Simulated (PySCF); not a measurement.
# Heteronuclear NMR

Atoms are numbered as in `[F:1]/[CH:2]=[CH:3]\[F:4]`. Hydrogens are named by the atom that carries them.

In vacuum, fast rotation and ring inversion assumed for equivalent nuclei, relativity neglected, one conformer. Shielding tensors at B97-2/pcSseg-2 (GIAO); coordinates at the PBE0-D3(BJ)/def2-TZVP level; B3LYP/pcJ-2 coupling constants; PySCF 2.14.

**Question.** Predict the 19F NMR data.

**Answer.** 
| atoms | environment | σ (ppm) | δ (ppm) |
| --- | --- | --- | --- |
| F1/F4 | vinylic fluorine | 339.3 | -158.7 |

Shieldings were converted by a linear fit to measured shifts: 19F: δ = 163.32 − 0.949σ +9.6 on sp3 carbon (rms 4.2 ppm, 161 shifts, 5.7 ppm with the 8 outliers that the fit left out vs CFCl3, solution or neat liquid). Occasional misses reach two or three times the rms, and more in compound classes unlike the fitted ones. Couplings are scaled by factors fitted to measured values: 3J(H,H) × 0.89 (rms 0.5 Hz), 1J(C,F) × 0.78 (rms 5.7 Hz), 2J(C,F) × 1.03 (rms 1.6 Hz, 5.1 with 1 outliers); all others are unscaled and can be 10–30 % off.

Couplings (the largest are listed; each averaged over equivalent pairs): 1J(F1,C2) = -258.5 Hz, 2J(F1,H(C2)) = 79.1 Hz, 2J(F1,C3) = 6.5 Hz, 3J(F1,H(C3)) = 18.1 Hz, 3J(F1,F4) = -10.5 Hz.

On a 600 MHz spectrometer 19F resonates near 564.6 MHz, so 1 ppm is 564.6 Hz.
